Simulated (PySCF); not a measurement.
# C2ClFN+ (SMILES Fc1n[c+]1Cl): a chain of runs, part 2 of 3

PySCF 2.14.0.

## Step 3: The harmonic vibrations at HF/6-31G (sfX2C, density fitting, C-PCM acetonitrile) (run 2)

job.py reads:

```python
# Fc1n[c+]1Cl
from pyscf import gto, solvent, symm
from pyscf.hessian import thermo

molecule = gto.M(
    atom='''
F   -0.550751  -1.920262   1.219778
C   -0.575254  -0.813521   0.582482
N   -1.384873   0.140800   0.187033
C   -0.075319   0.220695  -0.111607
Cl   1.062666   1.174231  -0.887064
''',
    basis='6-31g',
    max_memory=1860,
    verbose=4,
    cart=True,
    charge=1,
)

mf = molecule.RHF()
mf = mf.x2c()
mf = mf.density_fit()
mf = mf.PCM()
mf.with_solvent.method = 'C-PCM'
mf.with_solvent.eps = 35.688
mf.kernel()

etot = mf.e_tot
print('E = %.10f Eh' % etot)
hess = mf.Hessian().kernel()
modes = thermo.harmonic_analysis(molecule, hess)
thermo.dump_normal_mode(molecule, modes)
symm.geom.TOLERANCE = 1e-3  # for the symmetry number
th = thermo.thermo(mf, modes['freq_au'], 1200, 101325)
thermo.dump_thermo(molecule, th)
```

Command:

```
OMP_NUM_THREADS=1 python job.py
```

The program printed:

```text
PySCF version 2.14.0

[INPUT] num. atoms = 5
[INPUT] num. electrons = 44
[INPUT] charge = 1
[INPUT] spin (= nelec alpha-beta = 2S) = 0
[INPUT] symmetry False subgroup None
[INPUT] Mole.unit = angstrom
[INPUT] Cartesian GTO integrals (6d 10f)
[INPUT] Symbol           X                Y                Z      unit          X                Y                Z       unit  Magmom
[INPUT]  1 F     -0.550751000000  -1.920262000000   1.219778000000 AA   -1.040768552830  -3.628769267410   2.305046352770 Bohr   0.0
[INPUT]  2 C     -0.575254000000  -0.813521000000   0.582482000000 AA   -1.087072512061  -1.537331886582   1.100731452489 Bohr   0.0
[INPUT]  3 N     -1.384873000000   0.140800000000   0.187033000000 AA   -2.617030687305   0.266073438339   0.353441146256 Bohr   0.0
[INPUT]  4 C     -0.075319000000   0.220695000000  -0.111607000000 AA   -0.142332281976   0.417053107061  -0.210906663584 Bohr   0.0
[INPUT]  5 Cl     1.062666000000   1.174231000000  -0.887064000000 AA    2.008147701887   2.218974996974  -1.676308014961 Bohr   0.0

nuclear repulsion = 187.016140801542
number of shells = 27
number of NR pGTOs = 134
number of NR cGTOs = 49
basis = 6-31g
ecp = {}

******** <class 'pyscf.solvent._attach_solvent.PCMDFsfX2C1eRHF'> ********
method = PCMDFsfX2C1eRHF
initial guess = minao
damping factor = 0
level_shift factor = 0
DIIS = <class 'pyscf.scf.diis.CDIIS'>
diis_start_cycle = 1
diis_space = 8
diis_damp = 0
SCF conv_tol = 1e-09
SCF conv_tol_grad = None
SCF max_cycles = 50
direct_scf = False

******** <class 'pyscf.x2c.sfx2c1e.SpinFreeX2CHelper'> ********
approx = 1e
xuncontract = 1
******** <class 'pyscf.solvent.pcm.PCM'> (In testing) ********

WARN: PCM is an experimental feature. It is still in testing.
Features and APIs may be changed in the future.

lebedev_order = 29 (302 grids per sphere)
eps = 35.688
frozen = False
Set gradient conv threshold to 3.16228e-05
Initial guess from minao.
******** <class 'pyscf.df.df.DF'> ********
auxbasis = cc-pvdz-jkfit
PCM E_diel = -0.000189152992265746
Solvent Energy = -0.000189152992265746
init E= -691.855232901659
  HOMO = -0.258937631867137  LUMO = 0.0178930984394432  gap/eV = 7.53295
PCM E_diel = -0.13357623065008
Solvent Energy = -0.13357623065008
cycle= 1 E= -689.783495621718  delta_E= 2.07  |g|= 0.811  |ddm|= 2.87
  HOMO = -0.555545955953901  LUMO = -0.126195201252115  gap/eV = 11.68323
PCM E_diel = -0.101316619632499
Solvent Energy = -0.101316619632499
cycle= 2 E= -689.952019306805  delta_E= -0.169  |g|= 0.44  |ddm|= 1.83
  HOMO = -0.550618640901585  LUMO = -0.0256500989058361  gap/eV = 14.28512
PCM E_diel = -0.10946149857885
Solvent Energy = -0.10946149857885
cycle= 3 E= -689.995760631378  delta_E= -0.0437  |g|= 0.087  |ddm|= 0.497
  HOMO = -0.539380513127501  LUMO = -0.00454915770279385  gap/eV = 14.55350
PCM E_diel = -0.108641027016807
Solvent Energy = -0.108641027016807
cycle= 4 E= -689.998205876944  delta_E= -0.00245  |g|= 0.028  |ddm|= 0.173
  HOMO = -0.539203647834785  LUMO = -0.00482442181819964  gap/eV = 14.54120
PCM E_diel = -0.108558997424657
Solvent Energy = -0.108558997424657
cycle= 5 E= -689.998733276163  delta_E= -0.000527  |g|= 0.00834  |ddm|= 0.0958
  HOMO = -0.541172440215604  LUMO = -0.00368433081165964  gap/eV = 14.62580
PCM E_diel = -0.108542629784068
Solvent Energy = -0.108542629784068
cycle= 6 E= -689.998795813621  delta_E= -6.25e-05  |g|= 0.00408  |ddm|= 0.0308
  HOMO = -0.540948436491067  LUMO = -0.00370488496112076  gap/eV = 14.61914
PCM E_diel = -0.108533513661706
Solvent Energy = -0.108533513661706
cycle= 7 E= -689.998807698488  delta_E= -1.19e-05  |g|= 0.00133  |ddm|= 0.0145
  HOMO = -0.540722141066028  LUMO = -0.00341313368720186  gap/eV = 14.62092
PCM E_diel = -0.108524858323718
Solvent Energy = -0.108524858323718
cycle= 8 E= -689.998809127451  delta_E= -1.43e-06  |g|= 0.000646  |ddm|= 0.00324
  HOMO = -0.540742997942221  LUMO = -0.00339805937735216  gap/eV = 14.62190
PCM E_diel = -0.108524998606884
Solvent Energy = -0.108524998606884
cycle= 9 E= -689.998809430498  delta_E= -3.03e-07  |g|= 0.000177  |ddm|= 0.00189
  HOMO = -0.540752419729151  LUMO = -0.00341477592220629  gap/eV = 14.62170
PCM E_diel = -0.108524169323108
Solvent Energy = -0.108524169323108
cycle= 10 E= -689.998809458945  delta_E= -2.84e-08  |g|= 8.22e-05  |ddm|= 0.000574
  HOMO = -0.540746201127382  LUMO = -0.00340815015675933  gap/eV = 14.62171
PCM E_diel = -0.108524220233077
Solvent Energy = -0.108524220233077
cycle= 11 E= -689.998809463187  delta_E= -4.24e-09  |g|= 2.12e-05  |ddm|= 0.000205
  HOMO = -0.54075071476514  LUMO = -0.0034104131737398  gap/eV = 14.62177
PCM E_diel = -0.108524185486458
Solvent Energy = -0.108524185486458
cycle= 12 E= -689.998809463566  delta_E= -3.79e-10  |g|= 4.24e-06  |ddm|= 9.11e-05
  HOMO = -0.54075022900008  LUMO = -0.00341032580920686  gap/eV = 14.62176
PCM E_diel = -0.108524098145137
Solvent Energy = -0.108524098145137
Extra cycle  E= -689.998809463575  delta_E= -8.64e-12  |g|= 2.48e-06  |ddm|= 9.6e-06
converged SCF energy = -689.998809463575
E = -689.9988094636 Eh
Mode                                 0                   1                   2
Irrep
Freq [cm^-1]                      242.1731            345.0697            542.9674
Reduced mass [au]                  17.5186             13.2025             17.4687
Force const [Dyne/A]                0.6053              0.9262              3.0343
Char temp [K]                     348.4332            496.4784            781.2092
Normal mode                   x     y     z       x     y     z       x     y     z
       0   F                -0.13 -0.04  0.05   -0.01 -0.04 -0.06   -0.04 -0.03  0.03
       1   C                 0.05 -0.05  0.02    0.02  0.07  0.12    0.03 -0.02  0.00
       2   N                 0.10 -0.02 -0.01   -0.02 -0.05 -0.08   -0.09 -0.11  0.08
       3   C                 0.10 -0.06  0.01    0.03  0.10  0.17   -0.09  0.07 -0.02
       4  Cl                -0.02  0.07 -0.03   -0.01 -0.02 -0.03    0.08  0.04 -0.04
Mode                                 3                   4                   5
Irrep
Freq [cm^-1]                      621.1030            655.3258            937.7914
Reduced mass [au]                  12.3366             15.2465             14.7287
Force const [Dyne/A]                2.8040              3.8577              7.6318
Char temp [K]                     893.6290            942.8680           1349.2730
Normal mode                   x     y     z       x     y     z       x     y     z
       0   F                 0.01  0.03  0.04    0.06 -0.08  0.04    0.00  0.12 -0.07
       1   C                -0.03 -0.11 -0.19   -0.17 -0.04  0.04   -0.07  0.01  0.01
       2   N                 0.01  0.00  0.01   -0.04  0.08 -0.04   -0.04 -0.10  0.06
       3   C                 0.03  0.09  0.15    0.01 -0.07  0.05    0.08 -0.13  0.06
       4  Cl                -0.01 -0.01 -0.01    0.04  0.05 -0.04    0.01  0.01 -0.01
Mode                                 6                   7                   8
Irrep
Freq [cm^-1]                     1419.1041           1501.0355           2088.1534
Reduced mass [au]                  12.9807             12.7979             12.3968
Force const [Dyne/A]               15.4020             16.9891             31.8481
Char temp [K]                    2041.7748           2159.6559           3004.3878
Normal mode                   x     y     z       x     y     z       x     y     z
       0   F                 0.00 -0.07  0.04   -0.01  0.00  0.00    0.00 -0.04  0.02
       1   C                -0.02  0.12 -0.06    0.17 -0.01 -0.02   -0.00  0.19 -0.11
       2   N                -0.11 -0.02  0.03   -0.14  0.09 -0.03    0.07 -0.04  0.01
       3   C                 0.19  0.04 -0.06   -0.01 -0.12  0.07   -0.10 -0.09  0.07
       4  Cl                -0.01 -0.01  0.01    0.00  0.01 -0.00    0.01  0.00 -0.00
temperature 1200.0000 [K]
pressure 101325.00 [Pa]
Rotational constants [GHz] 16.23750 2.15790 1.90476
Symmetry number 1
Zero-point energy (ZPE) 0.01903 [Eh]   49960.381 [J/mol]
                           tot       elec      trans        rot        vib
Entropy [J/mol/K]       407.690      0.000    194.149    126.065     87.476
Cv [J/mol/K]             90.771      0.000     12.472     12.472     65.828
Cp [J/mol/K]             99.085      0.000     20.786     12.472     65.828
Internal energy [J/mol]                     14966.028  14966.028 101946.584
Internal energy [Eh]   -689.94858  -689.99881
Enthalpy [J/mol]                            24943.380  14966.028 101946.584
Enthalpy [Eh]          -689.94478
Gibbs free energy [J/mol]                  -208035.440 -136311.974  -3024.872
Gibbs free energy [Eh] -690.13112
```

Run time: 53 s. Hardware: 1 thread of Arm Neoverse V1, shared host; peak memory 0.44 GiB.

## Step 4: The energy at BLYP-D4/6-311G(d,p) (density fitting with cc-pvtz-jkfit, Cartesian functions) (run 3)

input.py reads:

```python
from pyscf import gto, dft

mol = gto.M(
    atom='''
F   -0.264388  -1.652084   1.048487
C   -0.288891  -0.545343   0.411191
N   -1.098510   0.408978   0.015742
C    0.211044   0.488873  -0.282898
Cl   1.349029   1.442409  -1.058355
''',
    verbose=4,
    max_memory=1860,
    basis='6-311g**',
    cart=True,
    charge=1,
)

myscf = dft.RKS(mol)
myscf.xc = 'blyp'
myscf = myscf.density_fit(auxbasis='cc-pvtz-jkfit')
myscf.disp = 'd4'
myscf.kernel()

e_tot = myscf.e_tot
print('Final energy', e_tot)
```

Command:

```
OMP_NUM_THREADS=1 python input.py
```

The program printed:

```text
PySCF version 2.14.0

[INPUT] num. atoms = 5
[INPUT] num. electrons = 44
[INPUT] charge = 1
[INPUT] spin (= nelec alpha-beta = 2S) = 0
[INPUT] symmetry False subgroup None
[INPUT] Mole.unit = angstrom
[INPUT] Cartesian GTO integrals (6d 10f)
[INPUT] Symbol           X                Y                Z      unit          X                Y                Z       unit  Magmom
[INPUT]  1 F     -0.264388000000  -1.652084000000   1.048487000000 AA   -0.499620910622  -3.121986294776   1.981353275167 Bohr   0.0
[INPUT]  2 C     -0.288891000000  -0.545343000000   0.411191000000 AA   -0.545924869852  -1.030548913949   0.777038374886 Bohr   0.0
[INPUT]  3 N     -1.098510000000   0.408978000000   0.015742000000 AA   -2.075883045096   0.772856410972   0.029748068653 Bohr   0.0
[INPUT]  4 C      0.211044000000   0.488873000000  -0.282898000000 AA    0.398815360233   0.923836079694  -0.534599741187 Bohr   0.0
[INPUT]  5 Cl     1.349029000000   1.442409000000  -1.058355000000 AA    2.549295344096   2.725757969608  -2.000001092564 Bohr   0.0

nuclear repulsion = 187.016140801542
number of shells = 44
number of NR pGTOs = 177
number of NR cGTOs = 103
basis = 6-311g**
ecp = {}

******** <class 'pyscf.df.df_jk.DFRKS'> ********
method = DFRKS
initial guess = minao
damping factor = 0
level_shift factor = 0
DIIS = <class 'pyscf.scf.diis.CDIIS'>
diis_start_cycle = 1
diis_space = 8
diis_damp = 0
SCF conv_tol = 1e-09
SCF conv_tol_grad = None
SCF max_cycles = 50
direct_scf = False
XC library pyscf.dft.libxc version 7.0.0
    S. Lehtola, C. Steigemann, M. J.T. Oliveira, and M. A.L. Marques.,  SoftwareX 7, 1–5 (2018)
XC functionals = blyp
    A. D. Becke.,  Phys. Rev. A 38, 3098 (1988)
    C. Lee, W. Yang, and R. G. Parr.,  Phys. Rev. B 37, 785 (1988)
    B. Miehlich, A. Savin, H. Stoll, and H. Preuss.,  Chem. Phys. Lett. 157, 200 (1989)
radial grids:
    Treutler-Ahlrichs [JCP 102, 346 (1995); DOI:10.1063/1.469408] (M4) radial grids

becke partition: Becke, JCP 88, 2547 (1988); DOI:10.1063/1.454033
pruning grids: <function nwchem_prune>
grids dens level: 3
symmetrized grids: False
atomic radii adjust function: <function treutler_atomic_radii_adjust>
small_rho_cutoff = 0
Set gradient conv threshold to 3.16228e-05
Initial guess from minao.
tot grids = 75280
Calc dispersion correction with DFTD4.
Parameters: xc=blyp, atm=True
init E= -691.916946840139
  HOMO = -0.296275842379066  LUMO = -0.115179799451191  gap/eV = 4.92787
cycle= 1 E= -690.537889851984  delta_E= 1.38  |g|= 0.612  |ddm|= 2.44
  HOMO = -0.540395288956366  LUMO = -0.430840596629234  gap/eV = 2.98114
cycle= 2 E= -690.146828685352  delta_E= 0.391  |g|= 1.58  |ddm|= 1.76
  HOMO = -0.536220664553216  LUMO = -0.381474473907956  gap/eV = 4.21086
cycle= 3 E= -690.610067734124  delta_E= -0.463  |g|= 0.16  |ddm|= 1.18
  HOMO = -0.527836183401068  LUMO = -0.385561976714231  gap/eV = 3.87148
cycle= 4 E= -690.609593342077  delta_E= 0.000474  |g|= 0.161  |ddm|= 0.213
  HOMO = -0.524552817798974  LUMO = -0.374249086878803  gap/eV = 4.08997
cycle= 5 E= -690.614873689208  delta_E= -0.00528  |g|= 0.0364  |ddm|= 0.119
  HOMO = -0.526765185848354  LUMO = -0.377182196105857  gap/eV = 4.07036
cycle= 6 E= -690.615102972125  delta_E= -0.000229  |g|= 0.015  |ddm|= 0.0298
  HOMO = -0.527116165963832  LUMO = -0.377436999283873  gap/eV = 4.07298
cycle= 7 E= -690.615151078335  delta_E= -4.81e-05  |g|= 0.00267  |ddm|= 0.0101
  HOMO = -0.526910507009356  LUMO = -0.377143915450565  gap/eV = 4.07536
cycle= 8 E= -690.615152879622  delta_E= -1.8e-06  |g|= 0.000343  |ddm|= 0.00265
  HOMO = -0.526897890994512  LUMO = -0.377146736707335  gap/eV = 4.07494
cycle= 9 E= -690.615152888294  delta_E= -8.67e-09  |g|= 0.000263  |ddm|= 0.000629
  HOMO = -0.52690513112466  LUMO = -0.377137631719988  gap/eV = 4.07538
cycle= 10 E= -690.615152905928  delta_E= -1.76e-08  |g|= 4.28e-05  |ddm|= 0.000288
  HOMO = -0.526907260897794  LUMO = -0.377141788632385  gap/eV = 4.07533
cycle= 11 E= -690.615152906351  delta_E= -4.23e-10  |g|= 7.7e-06  |ddm|= 3.32e-05
  HOMO = -0.526906839037384  LUMO = -0.377142147191914  gap/eV = 4.07530
Extra cycle  E= -690.615152906309  delta_E= 4.14e-11  |g|= 1.65e-05  |ddm|= 2.17e-05
converged SCF energy = -690.615152906309
Final energy -690.6151529063093
```

Wall time 8.4 s (1 thread of Arm Neoverse V1, shared host); peak memory 0.38 GiB.

(Part 2 of 3 ends here.)
